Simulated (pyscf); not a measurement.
Optimised with ωB97X-D3(BJ)/def2-SVP in PySCF. MP2 and CC: frozen core, UHF for open shells. ΔMP2 is the change of the MP2 total energy from the triple- to the quadruple-zeta basis.

SMILES: O=C(O)O
```xyz
6

O     -0.1020     0.3864     0.7909
C     -0.9434    -0.0135     0.0291
O     -1.3019    -1.2892    -0.1250
O     -1.6661     0.7494    -0.7926
H     -0.7556    -1.8016     0.4878
H     -1.3736     1.6602    -0.6465
```
Charge 0, spin multiplicity 1.

Question: What is the homolytic dissociation enthalpy (298 K, CCSD(T)/def2-TZVPP + ΔMP2(QZVPP)) of the C–O bond of O=C(OH)–OH, to O=C•–OH + OH•?

Answer: C–O to O=C•–OH + OH•: 461.3 kJ/mol. The radicals are drawn with the spin at the cut bond; how far it spreads was not checked. Other isomers of O=C•–OH were not searched in full and may lie lower. The CCSD(T) − MP2 part came from Ansatz, without density fitting, on the same reference. Left out: the spin-orbit lowering of OH.
